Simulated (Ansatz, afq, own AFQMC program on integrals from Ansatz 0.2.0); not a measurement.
## Atomization energy of MgHSe, doublet

```yaml
atoms:
  - { symbol: Se, position_ang: [0.0000, 0.0000, 2.1876] }
  - { symbol: Mg, position_ang: [0.0000, 0.0000, -0.2465] }
  - { symbol: H, position_ang: [0.0000, 0.0000, -1.9411] }
```

Connectivity, by distances: Se–MgH.

Atoms in their ground-state spins without spin–orbit coupling (mostly on UHF) minus the molecule (UHF), without zero-point energy. The geometry is a stationary point, not shown to be a minimum.

Basis cc-pVDZ. Only valence electrons are correlated. Ansatz 0.2.0 and our own AFQMC program on the same integrals; the CISD trial comes from CCSD amplitudes, and released means the phaseless constraint is let go. Error bars are statistical, one sigma. No spin–orbit coupling. The errors of all members are added in quadrature.

No full CI on the walks' own integrals is used here; CCSDT(Q) serves as the reference and is uncertain by about the last step of the cluster series. Each member takes its own surest rung, up to full CI.

Errors are counted within cc-pVDZ, not against nature.

Cautions: inner d shell frozen; no relativity below Rb; no spin-orbit coupling; other spins of the molecule weren't checked.

```json
{"level": "HF", "atomization energy (kJ/mol)": "317.3"}
{"level": "MP2", "atomization energy (kJ/mol)": "393.2"}
```

(1) From these cheaper values, estimate the atomization energy at the reference level in cc-pVDZ.

(1) 390.2 kJ/mol (CCSDT(Q) in cc-pVDZ).

```json
{"level": "CCSD", "atomization energy (kJ/mol)": "384.4", "error against CCSDT(Q) (kJ/mol)": "-5.9"}
{"level": "CCSD(T)", "atomization energy (kJ/mol)": "389.1", "error against CCSDT(Q) (kJ/mol)": "-1.2"}
{"level": "CCSDT", "atomization energy (kJ/mol)": "389.9", "error against CCSDT(Q) (kJ/mol)": "-0.3"}
{"level": "ph-AFQMC/CISD", "atomization energy (kJ/mol)": "389.6 ± 0.7", "error against CCSDT(Q) (kJ/mol)": "-0.6 ± 0.7"}
{"level": "released AFQMC", "atomization energy (kJ/mol)": "390.3 ± 0.7", "error against CCSDT(Q) (kJ/mol)": "0.0 ± 0.7"}
```

Correlation beyond CCSD(T) adds 1.2 kJ/mol. The perturbative (T) step is worth +4.7 kJ/mol.

A walk keeps the symmetry of its determinant, which the program's search chose and which needn't be the lowest solution, so a lower state of the same spin and another symmetry isn't excluded. Released energies are given only where the last usable release times agree within the noise; a slower fall can still hide under it.
